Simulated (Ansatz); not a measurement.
Geometry optimisation, Ansatz, RKS PBE-D4/6-31G*.

Input:

```yaml
crystal:
  periodic: [false, false, false]
  atoms:
    - { symbol: Si, position_ang: [0.0, 0.0, 0.0] }
    - { symbol: F, position_ang: [0.0, 0.0, 1.94] }
    - { symbol: H, position_ang: [1.3768, 0.0, -0.4862] }
    - { symbol: O, position_ang: [-0.7913, 1.3709, -0.5594] }
    - { symbol: H, position_ang: [-1.7491, 1.1401, -0.7818] }
    - { symbol: H, position_ang: [-0.6877, -1.1914, -0.4862] }
    - { symbol: H, position_ang: [0.9186, -1.3949, 0.555] }
    - { symbol: H, position_ang: [0.696, -1.057, 1.4751] }
basis:
  gaussian: { orbitals: "6-31G*" }
hamiltonian:
  xc: pbe
  dispersion: d4
relax:
  f_tol: 0.15
  max_steps: 25
  restrain:
    - { distance: [0, 6], at: 1.46, k: 30.0 }
    - { distance: [7, 1], at: 0.92, k: 30.0 }
    - { distance: [0, 1], at: 2.79, k: 30.0 }
    - { distance: [7, 6], at: 1.86, k: 30.0 }
output:
  orbitals: {}
```

Launched with:

```bash
$ ansatz run input.yaml --threads 1 --pin off --max-ram 2048MiB --backend cpu --events-out ev --progress --plain --runs-dir out
```

Task: Where does it end, and by what steps?

Result: The forces met the threshold. The restraints hold the end off the free minimum. After 15 steps the energy has fallen by 1.272 eV (the restraints' own energy left out); H5 moved furthest, 1.58 Å. Joined: F2–H8 (1.35 → 0.94 Å).

```csv
step,energy less start (eV),largest force component (eV/Å),accepted
0,0.0000,2.791,yes
1,1.1390,2.786,yes
2,1.4019,2.439,yes
3,0.8644,2.143,yes
4,0.0802,1.682,yes
5,-0.3998,1.013,yes
6,-0.7038,0.933,yes
7,-0.8340,0.966,yes
8,-0.8811,0.989,yes
9,-0.9239,1.025,yes
10,-0.9546,1.159,yes
11,-0.9828,1.472,yes
12,-1.1090,0.865,yes
13,-1.2077,1.103,yes
14,-1.2701,0.790,yes
15,-1.2725,0.717,yes
```

```xyz
8
Properties=species:S:1:pos:R:3
Si 0.306 -0.302 -0.561
F -0.918 -0.343 1.956
H 1.196 -0.077 -1.742
O -0.409 1.175 -0.236
H -0.950 1.106 0.578
H -0.648 -1.422 -0.855
H 1.178 -0.762 0.546
H 0.008 -0.507 1.971
```

Run time: 12 s on 1 thread of AMD EPYC 9R45 96-Core Processor (Zen 5) (shared host), peak memory 0.14 GiB.
